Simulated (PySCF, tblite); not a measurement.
# thiane (C₅H₁₀S): infrared bands and NMR shifts

What infrared bands and NMR shifts should thiane (C₅H₁₀S) (`C1CCSCC1`) show?

Programs: tblite 0.8.0 and PySCF 2.14.0, with density-fitted response routines of our own. Each step states its level of theory. These are calculated values for one molecule in the gas phase, unless marked as measured. Atoms count from 0, in the outputs and in this text.

## (1) The starting structure

16 atoms, charge 0, multiplicity 1; geometry from: GFN2-xTB.

Bonds of the start (Å): C0–C1 1.53, C1–C2 1.52, C2–S3 1.82, S3–C4 1.82, C4–C5 1.52, C5–C0 1.53, C0–H6 1.09, C0–H7 1.09, C1–H8 1.09, C1–H9 1.09, C2–H10 1.09, C2–H11 1.09, C4–H12 1.09, C4–H13 1.09, C5–H14 1.09, C5–H15 1.09.

## (2) Vibrational analysis with GFN2-xTB

What the job is given:

```
{"job": {"kind": "ir", "xc": "GFN2-xTB", "basis": "xTB"}, "charge": 0, "multiplicity": 1}
C     -0.042693    -1.184913     0.179324
C     -1.326818    -0.411422    -0.114551
C     -1.255338     1.018493     0.394692
S      0.041724     1.958349    -0.468769
C      1.424808     0.857011    -0.036742
C      1.166046    -0.561522    -0.516398
H      0.130448    -1.205345     1.259054
H     -0.159316    -2.216168    -0.159841
H     -2.172902    -0.913330     0.362118
H     -1.504822    -0.397020    -1.192297
H     -2.184551     1.553081     0.204175
H     -1.035710     1.050160     1.463542
H      1.554610     0.893235     1.046615
H      2.304052     1.283323    -0.517301
H      0.998512    -0.547575    -1.595835
H      2.054349    -1.167413    -0.319197
```

**Question.** This job is followed by: GIAO PBE0/pcSseg-1 NMR shielding, non-relativistic, gas phase. Predict these results of the whole session: strongest single infrared mode (GFN2-xTB); zero-point energy (GFN2-xTB); ¹³C shifts against TMS (PBE0/pcSseg-1, means over atoms taken as alike); ¹H shifts against TMS (PBE0/pcSseg-1, means over atoms taken as alike); ³³S shifts against CS2 (PBE0/pcSseg-1).

As calculated:

```
                                                               quantity                 value
                              strongest single infrared mode (GFN2-xTB)  2988 cm⁻¹, 80 km/mol
                                           zero-point energy (GFN2-xTB)         88.0 kcal/mol
¹³C shifts against TMS (PBE0/pcSseg-1, means over atoms taken as alike)  36.8, 32.5, 31.1 ppm
 ¹H shifts against TMS (PBE0/pcSseg-1, means over atoms taken as alike)  2.54, 1.77, 1.51 ppm
                                 ³³S shifts against CS2 (PBE0/pcSseg-1)                 8 ppm
```

In words: All 42 modes are real, so the xTB geometry is a minimum. Unscaled tight-binding wavenumbers are off by several per cent, some by more. Its intensities can rank the bands wrongly. At PBE0/pcSseg-1: The largest span, 253 ppm, is at S3, where the paramagnetic term is -560 ppm.
